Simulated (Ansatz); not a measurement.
# PH₂+ (singlet): wave-function methods side by side at distance P1–H3 = 1.429 Å, cc-pVDZ

How much of the correlation energy of PH₂+ (singlet) does each wave-function method recover here?

Method: cc-pVDZ, core rule «outside noble gas», up to 5 orbitals frozen; program: Ansatz 0.2.0, Gaussian basis.

To be run: UHF; CCSD(T) on RHF; CCSD(T) on UHF; BCCD(T) on RHF; CISD; CCSDT(Q) on RHF; CCSDT(Q) on UHF; CCSDTQ on RHF; CASSCF and MRCISD+Q, 2 electrons in 2 orbitals; CASSCF and NEVPT2, 2 electrons in 2 orbitals; CASSCF and MRCISD+Q, 6 electrons in 6 orbitals; CASSCF and NEVPT4(SD), 6 electrons in 6 orbitals; CASSCF and NEVPT2, 6 electrons in 6 orbitals; Full CI.

9 further runs of the same task are left out: 9 that didn't finish. Runs told in other sessions of the task aren't counted.

## Step 1: The geometry

The geometry derives from a PBE0/def2-TZVP stationary point (not a proven minimum). One bond is set to the value named and the two fragments are kept rigid.

3 atoms, charge 1, spin multiplicity 1.

Atoms are counted from 1 here; the program's logs count them from 0.

Bond lengths: P1–H2 1.429 Å, P1–H3 1.429 Å. Angles: H2–P1–H3 91.7°.

## Step 2: UHF

Contents of in.yaml:

```yaml
crystal:
  periodic: [false, false, false]
  atoms:
    - {symbol: P, position_ang: [0.000000, -0.060825, 0.000000]}
    - {symbol: H, position_ang: [0.000000, 0.934570, -1.025556]}
    - {symbol: H, position_ang: [0.000000, 0.934568, 1.025558]}
basis:
  gaussian: {orbitals: cc-pVDZ}
total_charge: 1
magnetization: {spin_polarized: true, initial_magnetization: 0}
hamiltonian: {xc: hf}
output: {orbitals: {seedname: orbitals}}
```

Run with:

```
> ansatz run in.yaml --threads 1 --pin off --events-out ev --progress --plain --max-ram 2393MiB
```

Further steps of the session: CCSD(T) on RHF; CCSD(T) on UHF; BCCD(T) on RHF; CISD; CCSDT(Q) on RHF; CCSDT(Q) on UHF; CCSDTQ on RHF; CASSCF and MRCISD+Q, 2 electrons in 2 orbitals; CASSCF and NEVPT2, 2 electrons in 2 orbitals; CASSCF and MRCISD+Q, 6 electrons in 6 orbitals; CASSCF and NEVPT4(SD), 6 electrons in 6 orbitals; CASSCF and NEVPT2, 6 electrons in 6 orbitals; Full CI.

**Question.** What will the summary of the whole plan be? Wanted: FCI from the RHF energy; RMP2 from FCI; RCCSD from FCI; RCCSD(T) from FCI; RCCSDT(Q) from FCI; NEVPT2 pair from FCI; NEVPT2 valence from FCI; NEVPT4(SD) valence from FCI; T1 diagnostic.

The runs gave:

| quantity | value |
| --- | --- |
| FCI from the RHF energy | -3.5267 eV |
| RMP2 from FCI | +20.49 kcal/mol |
| RCCSD from FCI | +2.01 kcal/mol |
| RCCSD(T) from FCI | +0.47 kcal/mol |
| RCCSDT(Q) from FCI | +0.02 kcal/mol |
| NEVPT2 pair from FCI | +18.21 kcal/mol |
| NEVPT2 valence from FCI | +13.50 kcal/mol |
| NEVPT4(SD) valence from FCI | +2.01 kcal/mol |
| levels within 1 kcal/mol (43 meV) | RCCSD(T), BCCD(T), RCCSDT, RCCSDT(Q), RCCSDTQ, MRCISD+Q valence |
| T1 diagnostic | 0.012 |
| effectively unpaired electrons | 0.08 |

What this shows: RCCSD(T) misses by +0.47 kcal/mol, 0.6 % of the correlation energy. One determinant dominates. Of the multireference levels listed MRCISD+Q valence comes nearest in total energy (+0.12 kcal/mol), which doesn't show that its space is the better one. These misses are within one basis, not against nature.
